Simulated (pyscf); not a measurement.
## Concerted fragmentation: F–SiH₂–F + F–N•–F → F–SiH(F)–F + :N–F [triplet] + H•

Gas phase, doublet surface, charge 0. Bonds broken: N2–F3, Si5–H8. Bonds formed: F3–Si5. Single points on ωB97X-D3(BJ)/def2-SVP structures (PySCF, gas phase).

Transition state (Å):

```xyz
8

F     -0.5329     0.7932     0.1568
N      1.9539    -1.0669    -0.7105
F      0.4706    -1.4055     0.5060
F      1.3335    -0.4419    -1.6375
Si    -0.3685    -0.0911     1.5057
F      1.0223     0.2302     2.2664
H     -1.3847     0.5372     2.4062
H     -0.9841    -1.5245     1.6071
```

One imaginary mode, 700i cm⁻¹; descent along it reached the two sides named.

```tsv
bond	change	reactant side (Å)	saddle	product side
N2–F3	breaks	1.342	1.948	3.1
Si5–H8	breaks	1.477	1.563	3.8
F3–Si5	forms	3.1	1.852	1.603
```

Electronic energies relative to the separated reactants (eV):

```
level                   barrier  reaction energy  reverse barrier
----------------------  -------  ---------------  ---------------
ωB97X-D3(BJ)/def2-TZVP     2.15            +0.28             1.87
PBE/def2-TZVP              1.40            +0.54             0.87
r²SCAN/def2-TZVP           1.40            +0.22             1.18
B3LYP-D3(BJ)/def2-TZVP     1.69            +0.30             1.39
PBE0-D3(BJ)/def2-TZVP      1.81            +0.26             1.55
M06-2X/def2-TZVP           2.04            +0.02             2.01
ωB97M-D3(BJ)/def2-TZVP     2.07            +0.23             1.84
HF/def2-TZVP               2.05            -1.45             3.50
```

With ωB97M-D3(BJ)/def2-TZVP energies and thermal terms (ideal gas, 1 atm, RRHO with modes under 100 cm⁻¹ raised to 100, one conformer, R ln 2 for chiral ones without a mode under 150 cm⁻¹), in eV:

```tsv
T (K)	ΔH‡	ΔG‡	ΔH	ΔG
298	2.02	2.46	+0.06	-0.24
600	2.06	2.89	+0.11	-0.55
900	2.10	3.29	+0.14	-0.89
1200	2.14	3.68	+0.16	-1.23
```

The same reactants have a lower exit, to F–NH–F + F–SiH•–F (barrier +1.20 eV at ωB97M-D3(BJ)/def2-TZVP, against +2.07 eV here). This is the saddle that the search found; another between the same sides may lie lower. An unrestricted DFT solution here is markedly spin-contaminated.
